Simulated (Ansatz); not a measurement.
Ansatz (a program for electronic structure) input (PBE/STO-3G):

Ansatz 0.2 input:
```yaml
crystal:
  periodic: [false, false, false]
  atoms:
    - {symbol: N, position_ang: [-0.00536348, 0.01082114, 1.24195927]}
    - {symbol: C, position_ang: [0.00924693, 1.06740937, 0.41510040]}
    - {symbol: C, position_ang: [-0.01291185, -1.06001520, 0.43354086]}
    - {symbol: C, position_ang: [0.01130691, 0.67035162, -0.98668825]}
    - {symbol: C, position_ang: [-0.00283558, -0.68744301, -0.97491892]}
    - {symbol: H, position_ang: [0.01804177, 2.07833538, 0.79979338]}
    - {symbol: H, position_ang: [-0.02510476, -2.06408540, 0.83569978]}
    - {symbol: H, position_ang: [0.02192854, 1.33244179, -1.83739377]}
    - {symbol: H, position_ang: [-0.00615967, -1.36425639, -1.81401885]}
basis:
  gaussian:
    orbitals: STO-3G
hamiltonian:
  xc: {name: PBE}
magnetization: {spin_polarized: true, initial_magnetization: 1}
output: {forces: true}
```

Output:

```
WARN ansatz: RAYON_NUM_THREADS=1 ignored (pool sized by the plan → 1); use --threads N
Functional definition: PBE
integrals: 0.01 GiB planned
408 factors; integrals over basis functions are off by at most 4.7e-5 eV
mean field: 0.09 GiB planned
mean field evaluation 1: about -5621.3130 eV, gradient 1.5e1 eV
mean field evaluation 2: about -5606.1982 eV, gradient 5.1e1 eV
mean field evaluation 4: about -5622.5525 eV, gradient 2.6e0 eV
mean field evaluation 8: about -5622.4536 eV, gradient 7.7e-2 eV
mean field evaluation 16: about -5617.8808 eV, gradient 2.3e1 eV
mean field evaluation 32: about -5621.2963 eV, gradient 1.2e0 eV
mean field -5622.45365762 eV, -206.6213608816 hartree, gradient 1.5e-5 eV, S^2 0.761776; 7 other end points of the search recorded, 0 dependent functions left out
the calculation of the forces begins
reference -5622.45367850 eV, -206.6213616487 hartree; 18, 17 occupied and 11, 12 virtual orbitals, 408 factors
Total energy: -5622.45367850 eV, -206.6213616487 hartree
Atom 0 at    -0.005363     0.010821     1.241959 Å, force    -0.020424     0.041206     4.729266 eV/Å
Atom 1 at     0.009247     1.067409     0.415100 Å, force     0.022227     1.654204    -1.147794 eV/Å
Atom 2 at    -0.012912    -1.060015     0.433541 Å, force    -0.012438    -1.673954    -1.118946 eV/Å
Atom 3 at     0.011307     0.670352    -0.986688 Å, force     0.006663     0.280786    -0.850315 eV/Å
Atom 4 at    -0.002836    -0.687443    -0.974919 Å, force     0.000660    -0.295560    -0.845319 eV/Å
Atom 5 at     0.018042     2.078335     0.799793 Å, force     0.009569     1.070000     0.348225 eV/Å
Atom 6 at    -0.025105    -2.064085     0.835700 Å, force    -0.012656    -1.063771     0.366721 eV/Å
Atom 7 at     0.021929     1.332442    -1.837394 Å, force     0.009270     0.576379    -0.745971 eV/Å
Atom 8 at    -0.006160    -1.364256    -1.814019 Å, force    -0.002871    -0.589291    -0.735867 eV/Å
Dipole moment:     0.001546    -0.003120    -0.358085 e Å
```
